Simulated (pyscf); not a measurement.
HF (SMILES F) + HC≡C–F (SMILES C#CF) → F–CH=CH–F (SMILES FC=CF), an addition across a multiple bond or ene-type step (singlet surface; F–H broken, C–F, C–H formed). PySCF, gas phase, ωB97X-D3(BJ)/def2-SVP geometries. MP2 and CC: frozen core, UHF for open shells. ΔMP2 is the change of the MP2 total energy from the triple- to the quadruple-zeta basis. Energies in kcal/mol from the separated reactants.

Small-basis levels: PySCF, no dispersion term, spherical d functions. AM1 to PM7: differences of heats of formation from MOPAC. Cost: rough CPU time at the saddle relative to B3LYP/6-31G*, from one job on a shared machine.

```json
[
 {"level": "HF/6-31G*", "barrier": "60.4", "reaction energy": "-48.2", "cost": "0.1"},
 {"level": "BP86/6-31G*", "barrier": "30.3", "reaction energy": "-54.0", "cost": "1"},
 {"level": "PBE/6-31G*", "barrier": "28.7", "reaction energy": "-56.1", "cost": "1"},
 {"level": "B3LYP/3-21G", "barrier": "27.0", "reaction energy": "-56.7", "cost": "0.7"},
 {"level": "B3LYP/6-31G*", "barrier": "37.5", "reaction energy": "-53.4", "cost": "1"},
 {"level": "M06-2X/6-31G*", "barrier": "44.1", "reaction energy": "-50.8", "cost": "3"},
 {"level": "PM6", "barrier": "60.7", "reaction energy": "-36.2", "cost": "under 0.02"},
 {"level": "CCSD(T)/def2-TZVPP + ΔMP2(QZVPP)", "barrier": "53.4", "reaction energy": "-35.8", "cost": "–"}
]
```

Against the last row the barrier runs from -26.4 (B3LYP/3-21G) to +7.3 kcal/mol (PM6). CCSD(T)/def2-TZVPP + ΔMP2(QZVPP) has limits of its own. The same reactants have a lower exit, to H₂C=C(F)–F (barrier +38.1 kcal/mol at ωB97M-D3(BJ), against +47.6 kcal/mol here). F–CH=CH–F lies 11.0 kcal/mol over its isomer H₂C=C(F)–F (electronic energy, ωB97M-D3(BJ)). One saddle was located; it need not be the lowest between these sides. The CCSD(T) − MP2 part came from Ansatz, without density fitting, on the same reference.
